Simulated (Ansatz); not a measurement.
A made-up structure of CH₂AlSi, doublet:

Al1  (-1.294, -0.074, -0.426)
C2  (-0.218, -0.256, 1.353)
Si3  (1.265, 0.118, 0.152)
H4  (-2.670, -0.042, -1.531)
H5  (2.917, 0.255, 0.452)
(Å)

It is relaxed with PBE-D4/def2-SVP and then PBE0-D4/def2-TZVP (Ansatz 0.2.0). Atoms count as bonded within 1.22 times the sum of their covalent radii (H–H: 0.88 Å). The end point is not checked to be a true minimum.

Q: Does its bonding change? (Judge from chemistry; the calculation decides.)

A: By the calculation: No: no bond forms or breaks.

Where it ends: The first stage lowers the energy by 0.97 eV in 4 steps. It ends as CH₂AlSi ([C]1[AlH][SiH]1):
Al1  (-1.155, -0.067, -0.380)
C2  (-0.195, -0.229, 1.208)
Si3  (1.130, 0.105, 0.136)
H4  (-2.383, -0.038, -1.367)
H5  (2.604, 0.227, 0.403)
(Å)

Labels in which every atom is bracketed show which atoms are joined, not bond orders.

For scale, one of the runs: PBE0-D4/def2-TZVP relaxation, 117 basis functions, launched by `ansatz run in.yaml --threads 2 --pin off --events-out ev --progress --plain --max-ram 4352MiB`. The run took about 19 s on 2 CPU threads of an Arm Neoverse V1 (shared host).
